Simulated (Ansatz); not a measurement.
**SiOF (quartet): from Hartree-Fock to the top rungs at a displaced geometry (v2), cc-pVDZ**

How much of the correlation energy of SiOF (quartet) does each wave-function method recover here?

Computed with Ansatz 0.2.0, Gaussian basis. Level: cc-pVDZ, core rule «outside noble gas», up to 7 orbitals frozen.

The runs, in order: UHF; CCSD(T) on ROHF; CCSD(T) on UHF; BCCD(T) on ROHF; CISD; CCSDT(Q) on ROHF; CCSDT(Q) on UHF.

32 further runs of the same task are left out: 12 for a known fault of the program, 7 that didn't finish, 13 set aside as unsound or not needed.

### 1 The system

The geometry is a PBE0/def2-TZVP stationary point (not a proven minimum) with its atoms shifted at random (size 0.100 Å).

3 atoms, charge 0, spin multiplicity 4.

Atoms are counted from 1 here; the program's logs count them from 0.

Bond lengths: F1–Si3 1.615 Å, O2–Si3 1.736 Å. Angles: F1–Si3–O2 113.9°.

As a file:

```xyz
3
FOSi
F     0.0811    0.3989    1.3057
O    -0.0838    0.4145   -1.4995
Si   -0.0071   -0.5060   -0.0290
```

### 2 UHF

The input, in.yaml:

```yaml
crystal:
  periodic: [false, false, false]
  atoms:
    - {symbol: F, position_ang: [0.081108, 0.398931, 1.305746]}
    - {symbol: O, position_ang: [-0.083767, 0.414487, -1.499519]}
    - {symbol: Si, position_ang: [-0.007146, -0.505976, -0.029043]}
basis:
  gaussian: {orbitals: cc-pVDZ}
magnetization: {spin_polarized: true, initial_magnetization: 3}
hamiltonian: {xc: hf}
output: {orbitals: {seedname: orbitals}}
```

On the command line:

```bash
$ ansatz run in.yaml --threads 1 --pin off --events-out ev --progress --plain --max-ram 2393MiB
```

The runs that follow: CCSD(T) on ROHF; CCSD(T) on UHF; BCCD(T) on ROHF; CISD; CCSDT(Q) on ROHF; CCSDT(Q) on UHF.

**Question.** What will the summary of the whole plan be? Wanted: UCCSDT(Q) below the RHF energy; RMP2 from UCCSDT(Q); UMP2 from UCCSDT(Q); RCCSD from UCCSDT(Q); RCCSD(T) from UCCSDT(Q); UCCSD(T) from UCCSDT(Q); RCCSDT(Q) from UCCSDT(Q); T1 diagnostic.

**Answer**, as computed:

| quantity | value |
| --- | --- |
| UCCSDT(Q) below the RHF energy | -11.2724 eV |
| RMP2 from UCCSDT(Q) | +77.9 kJ/mol |
| UMP2 from UCCSDT(Q) | +77.4 kJ/mol |
| RCCSD from UCCSDT(Q) | +26.7 kJ/mol |
| RCCSD(T) from UCCSDT(Q) | +5.5 kJ/mol |
| UCCSD(T) from UCCSDT(Q) | +5.4 kJ/mol |
| RCCSDT(Q) from UCCSDT(Q) | +0.5 kJ/mol |
| levels within 1 kcal/mol (43 meV) | RCCSDT, UCCSDT, RCCSDT(Q) |
| T1 diagnostic | 0.025 |

What this shows: RCCSD(T) lands +5.5 kJ/mol from the yardstick (0.5 % of the correlation energy). These misses are within one basis, not against nature; the frozen cores of restricted and unrestricted runs differ, which can shift their rows.
